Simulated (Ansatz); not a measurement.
System: fcc Pd. Method: r²SCAN in Ansatz (PAW).

Run with plane-wave cutoff 600 eV, 20×20×20 k mesh, Fermi–Dirac smearing 0.1 eV, finite displacements, scalar-relativistic PAW data made under PBE.

The cell has the measured lattice parameters. Conventional cell: a = 3.8902 Å, b = 3.8902 Å, c = 3.8902 Å, α = 90.00°, β = 90.00°, γ = 90.00°.

```cif
data_Pd4
_chemical_formula_sum 'Pd4'
_space_group_name_H-M_alt 'Fm-3m'
_space_group_IT_number 225
_space_group_name_Hall '-F 4 2 3'
_cell_length_a 3.89020
_cell_length_b 3.89020
_cell_length_c 3.89020
_cell_angle_alpha 90.000
_cell_angle_beta 90.000
_cell_angle_gamma 90.000
loop_
_atom_site_label
_atom_site_type_symbol
_atom_site_symmetry_multiplicity
_atom_site_Wyckoff_symbol
_atom_site_fract_x
_atom_site_fract_y
_atom_site_fract_z
_atom_site_occupancy
Pd1 Pd 4 a 0.00000 0.00000 0.00000 1
```
(The calculation used a cell of 1 atom; values per cell refer to that cell.)

Harmonic phonon frequencies (cm⁻¹; i marks an imaginary mode):

```tsv
q point	frequencies
X	155 155 223
L	110 110 232
```

No imaginary mode appears at these points.

Note: the cell isn't this level's own, so it is under some stress, which shifts stiffness and frequencies.

Ansatz is a quantum-chemistry and plane-wave program.
